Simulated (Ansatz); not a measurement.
Relaxation of CH₃NNa (6 atoms, charge 0, multiplicity 2), to a largest force component of 0.02 eV/Å in at most 50 steps.

Level of theory: Ansatz, UKS PBE0-D4/STO-3G.

```xyz
6
Properties=species:S:1:pos:R:3
N -0.603 -0.918 0.001
C 0.454 -0.190 0.177
Na -1.128 2.347 0.125
H -0.656 -1.298 -0.944
H 1.269 -0.082 -0.545
H 0.664 0.142 1.185
```

**Question.** Where does it end, and by what steps?

**Answer.** The run converged. Limits of this set-up: minimal basis. After 12 steps the energy has fallen by 2.830 eV; Na3 moved furthest, 0.92 Å. Joined: N1–Na3.

```tsv
step	energy less start (eV)	largest force component (eV/Å)	accepted
0	0.0000	4.551	yes
1	-1.1709	3.774	yes
2	-2.0123	2.408	yes
3	-2.2909	1.412	yes
4	-2.3495	0.474	yes
5	-2.4169	0.435	yes
6	-2.6209	0.874	yes
7	-2.7077	1.268	yes
8	-2.8072	0.534	yes
9	-2.8270	0.164	yes
10	-2.8282	0.141	yes
11	-2.8294	0.045	yes
12	-2.8295	0.013	yes
```

```xyz
6
Properties=species:S:1:pos:R:3
N -0.767 -0.561 0.014
C 0.518 0.097 0.171
Na -1.202 1.437 0.015
H -0.730 -0.906 -1.000
H 1.371 -0.254 -0.431
H 0.810 0.187 1.230
```

Run time: 22 s on 1 thread of Intel(R) Xeon(R) Platinum 8259CL CPU @ 2.50GHz (Skylake/Cascade Lake), with other jobs on the host, peak memory 0.15 GiB.
